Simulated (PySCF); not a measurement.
**First hyperpolarisability: trans-2-pentenal (SMILES C(C)/C=C/C=O)**

Molfile (atoms numbered from 1):
```
C5H8O
     RDKit          3D

 14 13  0  0  0  0  0  0  0  0999 V2000
   -1.9978   -0.5452   -0.6966 C   0  0  0  0  0  0  0  0  0  0  0  0
   -1.1490   -0.0104    0.4547 C   0  0  0  0  0  0  0  0  0  0  0  0
    0.3079   -0.2484    0.2519 C   0  0  0  0  0  0  0  0  0  0  0  0
    1.2646    0.6901    0.1866 C   0  0  0  0  0  0  0  0  0  0  0  0
    2.6690    0.3254   -0.0308 C   0  0  0  0  0  0  0  0  0  0  0  0
    3.5810    1.1116   -0.1026 O   0  0  0  0  0  0  0  0  0  0  0  0
   -1.8466   -1.6269   -0.8383 H   0  0  0  0  0  0  0  0  0  0  0  0
   -1.7409   -0.0455   -1.6429 H   0  0  0  0  0  0  0  0  0  0  0  0
   -3.0682   -0.3798   -0.5047 H   0  0  0  0  0  0  0  0  0  0  0  0
   -1.3332    1.0655    0.6018 H   0  0  0  0  0  0  0  0  0  0  0  0
   -1.4563   -0.5133    1.3899 H   0  0  0  0  0  0  0  0  0  0  0  0
    0.6146   -1.2981    0.1304 H   0  0  0  0  0  0  0  0  0  0  0  0
    1.0416    1.7574    0.2919 H   0  0  0  0  0  0  0  0  0  0  0  0
    2.8462   -0.7794   -0.1314 H   0  0  0  0  0  0  0  0  0  0  0  0
  1  2  1  0
  2  3  1  0
  3  4  2  0
  4  5  1  0
  5  6  2  0
  1  7  1  0
  1  8  1  0
  1  9  1  0
  2 10  1  0
  2 11  1  0
  3 12  1  0
  4 13  1  0
  5 14  1  0
M  END
```

Theory: PySCF 2.14.0, quadratic response CAM-B3LYP/def2-TZVPD first hyperpolarisability, Taylor convention, gas phase. Geometry: PBE0-D3(BJ)/def2-SVP.

(1) What is the first hyperpolarisability, and how does it disperse?

(2) Which lowest excitations, dipole and polarisabilities go with it?

## Answers

(1) In au, Taylor convention; the vector part is βᵢ = ⅓ Σⱼ (βᵢⱼⱼ + βⱼᵢⱼ + βⱼⱼᵢ); β∥ is 3/5 of the vector part along the dipole, the dipole points from − to +:
```
                   process  λ (nm)  β vector norm     β∥  β HRS  depolarisation ratio
           static β(0;0,0)       ∞          182.1   76.6   83.5                  3.77
second harmonic β(−2ω;ω,ω)    1907          197.0   85.0   90.0                  3.82
         Pockels β(−ω;ω,0)    1907          186.9   79.3      –                     –
second harmonic β(−2ω;ω,ω)    1064          237.2  107.8  107.3                  3.93
         Pockels β(−ω;ω,0)    1064          198.2   85.7      –                     –
```

(2) S1 3.92 eV (f = 0.000); S2 6.11 eV (f = 0.581); S3 7.08 eV (f = 0.002); dipole 4.33 D; isotropic α 70.4 au static, 70.7 au at 1907 nm, 71.3 au at 1064 nm, 71.5 au at 953.5 nm, 74.1 au at 532 nm.
